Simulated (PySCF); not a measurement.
# Computed properties of SiCl4, SMILES Cl[Si](Cl)(Cl)Cl

SiCl4, SMILES Cl[Si](Cl)(Cl)Cl. Geometry: ωB97X-D3(BJ)/def2-SVP. The isomer is the one that the SMILES or the coordinates give; other isomers of the formula were not compared. The values are those of a single conformer. All values are computed for the isolated molecule unless a solvent is named; none is compared with measurement here.

**Structure.** The optimised structure has Td symmetry. All 9 harmonic modes at ωB97X-D3(BJ)/def2-SVP (PySCF) are real, so it is a minimum. With heavy atoms numbered as in [Cl:1][Si:2]([Cl:3])([Cl:4])[Cl:5], the shortest bond between them is Si2–Cl5 at 2.029 Å and the longest Si2–Cl3 at 2.029 Å.

**Vibrations.** The strongest infrared lines (harmonic, unscaled, degenerate partners summed) lie at 654 cm⁻¹ (604 km/mol, Si 67 %, Cl 33 %), 218 cm⁻¹ (28 km/mol, Cl 83 %, Si 17 %). The softest mode is at 146 cm⁻¹ and the zero-point energy is 4.8 kcal/mol.

**Electronic structure.** PBE0/def2-TZVP (PySCF) places the frontier levels at -9.55 and -0.68 eV, a gap of 8.87 eV, and gives a dipole moment of 0.00 D and a mean polarisability of 67.4 bohr³. PBE/def2-TZVP (PySCF) at the same geometry gives -8.11 and -1.70 eV, so its gap is 2.46 eV narrower. An orbital gap is neither the optical nor the fundamental gap.

**Excitations.** TDDFT-M06-2X/def2-SVPD (PySCF) has S1 at 7.58 eV (163 nm, f = 0.000, dark); the most intense of the 10 singlets computed lies at 8.42 eV (f = 0.34). Strengths of degenerate partners are summed. T1 (TDA) is at 7.23 eV. TDDFT-PBE/def2-SVPD (PySCF) puts S1 at 6.39 eV. No vertical singlet excitation falls in the visible range (under 3.1 eV).

**NMR.** GIAO shifts at PBE0/pcSseg-1 (PySCF) (non-relativistic, atoms alike by connectivity averaged): ²⁹Si at 19.1 ppm against TMS. Without spin–orbit terms, shifts of atoms bonded to Cl or Br come out too high.

**Solvation.** SMD-M06-2X/6-31G* (PySCF) gives 0.9 kcal/mol in water, -2.7 kcal/mol in dimethylsulfoxide, -3.8 kcal/mol in ethylethanoate (1 M in both phases, gas-phase geometry); of these solvents ethylethanoate holds the molecule best.
